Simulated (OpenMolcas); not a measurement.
How methods differ on AlH3 (SMILES [AlH3])

The species is AlH3 (4 atoms), meant as a singlet with charge 0. As SMILES, `[AlH3]`. The coordinates come from a PBE0-D4/def2-TZVP relaxation.

```xyz
4

Al    0.0137   -0.0148   -0.0051
H     0.6332    0.6709    1.2836
H    -1.3408   -0.8320    0.1051
H     0.7494    0.1157   -1.4039
```

Quantity: the energy change with the Al1–H3 bond stretched from 1.586 to 2.379 Å, in eV. The values are calculated.

```csv
level,kind,program,value (eV),less FCI/pcseg-0,CPU time (all runs)
HF/pcseg-0 (restricted),Hartree–Fock,OpenMolcas,1.72,+0.36,3.1 s
SVWN5/pcseg-0 (restricted),LDA,OpenMolcas,1.45,+0.09,6.5 s
PBE/pcseg-0 (restricted),GGA,OpenMolcas,1.44,+0.08,7.3 s
r2SCAN/pcseg-0 (restricted),meta-GGA,OpenMolcas,1.54,+0.18,8.6 s
B3LYP/pcseg-0 (restricted),global hybrid,OpenMolcas,1.58,+0.22,7.7 s
MP2/pcseg-0 (restricted),perturbation theory,OpenMolcas,1.58,+0.22,3.2 s
CCSD(T)/pcseg-0 (restricted),coupled cluster or CI,OpenMolcas,1.37,+0.01,4.3 s
FCI/3-21G,exact in the basis,OpenMolcas,1.42,+0.06,7 s
FCI/pcseg-0,exact in the basis,OpenMolcas,1.36,0.00,7.2 s
```

FCI/pcseg-0 is exact within its basis and frozen core, so for wave-function methods in that basis the difference is their error; functionals converge differently with the basis, so for them it is only a difference. The first shape isn't each level's own minimum. The values span 1.36 to 1.72 eV. All rows use very small basis sets, so even the best lies far from the true value. Times are those of the runs behind each value, whatever else they computed, on shared processors of several kinds: orders of magnitude only.
